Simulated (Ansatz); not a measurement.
We consider hcp Be, described by PBE-D4 (Ansatz, a quantum-chemistry and plane-wave program, plane waves, PAW).

Run with plane-wave cutoff 520 eV, 30×30×16 k mesh (along the axes of the cell as run), Fermi–Dirac smearing 0.05 eV, scalar-relativistic PAW data made under PBE.

Computed at the level's own relaxed cell.

### Question
What does this level give for the lattice constant a, pressure derivative B′ of the bulk modulus and bulk modulus B0?

### Answer

lattice constant a: 2.250 Å
pressure derivative B′ of the bulk modulus: 3.3
bulk modulus B0: 126 GPa

The run finds no gap.

Measured, for comparison: lattice constant a 2.286 Å (293 K, no zero-point or thermal correction, our sources range from 2.286 to 2.290; as tabulated in Wikipedia's data pages); bulk modulus 117 GPa (room temperature, no zero-point or thermal correction, our sources range from 97.2 to 117; as tabulated in arXiv:2410.04971). Computed (rounded) less measured: lattice constant a -1.6 % (-1.6 % to -1.7 % over the range), bulk modulus not scored (sources differ). A static lattice is as a rule a little smaller and stiffer than an uncorrected measurement, which narrows the difference in the lattice constant a, bulk modulus and would widen misses of the other sign.

Note: the bulk modulus comes from volumes at which shape and atoms were relaxed.

Computed values are for the static lattice.
